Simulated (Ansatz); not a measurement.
# CH₃BO (SMILES CB=O): functionals against CCSD(T) at one geometry

The atoms stand at a structure displaced at random from a GFN2-xTB minimum. How far do the functionals agree with CCSD(T) there?

The runs use Ansatz 0.2.0, Gaussian basis; single points in def2-TZVPP.

Cores are frozen in the correlated methods. B3LYP uses VWN-RPA correlation.

### Step 1. The system as given

SMILES `CB=O`, 6 atoms, charge 0, spin multiplicity 1.

Atoms are counted from 1 here; the program's logs count them from 0.

Bond lengths: C1–B2 1.398 Å, C1–H4 1.076 Å, C1–H5 1.110 Å, C1–H6 1.199 Å, B2–O3 1.247 Å. Angles: B2–C1–H4 120.3°, B2–C1–H5 118.8°, B2–C1–H6 112.8°, H4–C1–H5 101.3°, H4–C1–H6 103.5°, H5–C1–H6 96.5°, C1–B2–O3 176.2°.

Coordinates:

```xyz
6
CH3BO
C    -0.2825    0.3105   -0.1320
B     0.6807   -0.5657    0.3759
O     1.5894   -1.2815    0.8413
H    -1.0862    0.6559    0.4941
H     0.0518    1.2593   -0.6005
H    -0.8460   -0.1262   -1.0956
```

### Step 2. CCSD(T)/def2-TZVPP

run/in.yaml

```yaml
crystal:
  periodic: [false, false, false]
  atoms:
    - {symbol: C, position_ang: [-0.282500, 0.310500, -0.132000]}
    - {symbol: B, position_ang: [0.680700, -0.565700, 0.375900]}
    - {symbol: O, position_ang: [1.589400, -1.281500, 0.841300]}
    - {symbol: H, position_ang: [-1.086200, 0.655900, 0.494100]}
    - {symbol: H, position_ang: [0.051800, 1.259300, -0.600500]}
    - {symbol: H, position_ang: [-0.846000, -0.126200, -1.095600]}
basis:
  gaussian: {orbitals: def2-TZVPP}
correlation: {method: ccsd_t}
output: {forces: true}
```

No record of the launch command was kept for these runs.

### Step 3. PBE0-D4/def2-TZVPP

Edit run/in.yaml of step 2 so:

```diff
@@ -11,3 +11,3 @@
   gaussian: {orbitals: def2-TZVPP}
-correlation: {method: ccsd_t}
-output: {forces: true}
+hamiltonian: {xc: pbe0, dispersion: d4}
+output: {forces: true, orbitals: {seedname: orbitals}}
```

### Step 4. wB97M-V/def2-TZVPP

Edit run/in.yaml of step 3 so:

```diff
@@ -11,3 +11,3 @@
   gaussian: {orbitals: def2-TZVPP}
-hamiltonian: {xc: pbe0, dispersion: d4}
-output: {forces: true, orbitals: {seedname: orbitals}}
+hamiltonian: {xc: {name: wB97M-V}}
+output: {forces: true}
```

### Step 5. r2SCAN-D4/def2-TZVPP

Edit run/in.yaml of step 4 so:

```diff
@@ -11,3 +11,3 @@
   gaussian: {orbitals: def2-TZVPP}
-hamiltonian: {xc: {name: wB97M-V}}
+hamiltonian: {xc: r2scan, dispersion: d4}
 output: {forces: true}
```

### Step 6. PBE-D4/def2-TZVPP

Edit run/in.yaml of step 5 so:

```diff
@@ -11,3 +11,3 @@
   gaussian: {orbitals: def2-TZVPP}
-hamiltonian: {xc: r2scan, dispersion: d4}
+hamiltonian: {xc: pbe, dispersion: d4}
 output: {forces: true}
```

### Step 7. B97M-V/def2-TZVPP

Edit run/in.yaml of step 6 so:

```diff
@@ -11,3 +11,3 @@
   gaussian: {orbitals: def2-TZVPP}
-hamiltonian: {xc: pbe, dispersion: d4}
+hamiltonian: {xc: {name: B97M-V}}
 output: {forces: true}
```

### Step 8. B3LYP-D4/def2-TZVPP

Edit run/in.yaml of step 7 so:

```diff
@@ -11,3 +11,3 @@
   gaussian: {orbitals: def2-TZVPP}
-hamiltonian: {xc: {name: B97M-V}}
+hamiltonian: {xc: {name: B3LYP}, dispersion: d4}
 output: {forces: true}
```

(Steps that only read results are left out.)

Before running it: what results should come out? Wanted: energy less free atoms, CCSD(T)/def2-TZVPP; RMS force component; RMS force error; HOMO and LUMO, PBE0-D4; T1 diagnostic.

As calculated:

| quantity | value |
| --- | --- |
| energy less free atoms, CCSD(T)/def2-TZVPP | -2466.3 kJ/mol |
| RMS force component | 2.413 to 2.787 eV/Å over the methods |
| RMS force error | PBE0-D4 0.232, wB97M-V 0.210, r2SCAN-D4 0.213, PBE-D4 0.344, B97M-V 0.239, B3LYP-D4 0.208 eV/Å |
| HOMO and LUMO, PBE0-D4 | -9.23 and 0.22 eV |
| T1 diagnostic | 0.018 |

In words: Against CCSD(T) the functionals' energies less atoms differ by -143.4 to -75.6 kJ/mol, PBE-D4 by -143.4 kJ/mol. The reference is not at the basis limit: in triple zeta CCSD(T) underbinds, which counts against methods that bind more; the gaps are no ranking. The forces of B3LYP-D4 come nearest to CCSD(T), those of PBE-D4 are farthest. Frozen-core CCSD(T) forces in triple zeta carry basis errors of their own, and this is one geometry, so small gaps rank nothing.
